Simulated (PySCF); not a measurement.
**Oscillator strengths, rates and cross-sections**

Species: 1-chloro-2-methoxypropane, C4H9ClO.
InChI=1S/C4H9ClO/c1-4(3-5)6-2/h4H,3H2,1-2H3/t4-/m1/s1

Method: TDDFT B3LYP/def2-SVPD, vertical, gas phase, core orbitals frozen in the response in PySCF. The structure is a single PBE0-D3(BJ)/def2-SVP conformer in the gas phase; no vibrational or solvent corrections. Torsions of this conformer, `[CH3:1][O:2][C@H:3]([CH3:4])[CH2:5][Cl:6]`: C1–O2–C3–C4 -75°, O2–C3–C5–Cl6 -173°.

Computed singlets with f of 0.002 or more:

```csv
state,λ (nm),f
S1,182.2,0.0048
S2,176.1,0.013
S3,170.1,0.0036
S4,166.8,0.0032
S5,162.4,0.037
S6,159.7,0.0047
```

Q: Turn these into Einstein A coefficients, radiative lifetimes, transition dipoles and integrated cross-sections.

A: A / s⁻¹ = 0.6670 f (ν̃ / cm⁻¹)² and τ = 1/A in vacuum; |μ| follows from f = (2/3) ΔE |μ|² (atomic units, 1 au = 2.5417 D); ∫σ dE = 109.76 f Mb·eV.

```tsv
state	A (s⁻¹)	τ	|μ| (D)	∫σ dE (Mb·eV)
S1	9.7×10⁶	100 ns	0.43	0.53
S2	2.8×10⁷	36 ns	0.70	1.4
S3	8.4×10⁶	120 ns	0.36	0.4
S4	7.6×10⁶	130 ns	0.33	0.35
S5	9.3×10⁷	11 ns	1.13	4
S6	1.2×10⁷	82 ns	0.40	0.51
```

Only emission to the ground state at the vertical energy is counted.

Q: Suppose S1 emitted 0.3 eV lower with the same transition dipole. How would A change?

A: At fixed |μ|, A goes as the cube of the energy: (6.51/6.81)³ = 0.87, which makes τ about 120 ns.

Q: By what factor does the largest A in the list exceed the smallest?

A: S5 has 12 times the rate of S4.

Q: How much energy does a mole of photons resonant with S5 carry?

A: 7.634 eV × 96.485 = 737 kJ/mol (176 kcal/mol).
